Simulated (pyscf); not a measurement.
Optimised with ωB97X-D3(BJ)/def2-SVP in PySCF. Correlated levels are frozen-core, on RHF or UHF. ΔMP2 is the change of the MP2 total energy from the triple- to the quadruple-zeta basis.

SMILES: [NH2][Bi]([OH])[OH]
```xyz
8

N     -1.8198     0.3523    -1.3491
Bi    -0.8288    -0.7588     0.1865
O     -0.7652    -2.5266    -0.9125
O      1.0267    -0.1278    -0.5064
H     -2.7114     0.7636    -1.0724
H     -1.9966    -0.2568    -2.1500
H      0.0465    -2.5113    -1.4403
H      0.8499     0.4590    -1.2569
```

Task: How much does it cost (ΔH, 298 K, CCSD(T)/def2-TZVPP + ΔMP2(QZVPP)) to split H₂N–Bi(OH)–OH at its Bi–N bond into NH₂• + HO–Bi•–OH?

Result: Bi–N to NH₂• + HO–Bi•–OH: 271.3 kJ/mol. Other isomers of HO–Bi•–OH were not searched in full and may lie lower. The CCSD(T) − MP2 part came from Ansatz, without density fitting, on the same reference. The frozen core leaves the outer d or s,p core shells of the metals and heavy elements correlated in the MP2 and CC values, and def2-TZVPP describes them poorly, which can shift differences by a few kcal/mol. Elements past Kr carry the def2 core potentials, without spin-orbit coupling.
